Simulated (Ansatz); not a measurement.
Basis-set series for `PS`. The species carries charge 0 and has multiplicity 1. All single points use the PBE0-D4/def2-TZVP geometry.

```csv
functional,basis,functions,energy (Eh),HOMO (eV),LUMO (eV)
PBE0-D4,def2-TZVPP,126,-741.10701,-7.47,-0.39
PBE0-D4,def2-QZVPP,230,-741.13042,-7.50,-0.55
ωB97M-V,def2-TZVPP,126,-741.32142,-9.65,1.56
ωB97M-V,def2-QZVPP,230,-741.34380,-9.70,1.21
```

Problem. Give the rows for def2-SVP. (Best estimate.)

Solution. Ansatz gave: 
```json
{"functional": "PBE0-D4", "basis": "def2-SVP", "functions": "51", "energy (Eh)": "-740.84353", "HOMO (eV)": "-7.31", "LUMO (eV)": "0.04"}
{"functional": "ωB97M-V", "basis": "def2-SVP", "functions": "51", "energy (Eh)": "-741.05803", "HOMO (eV)": "-9.47", "LUMO (eV)": "2.21"}
```

Positive LUMOs are unbound and depend on the basis.
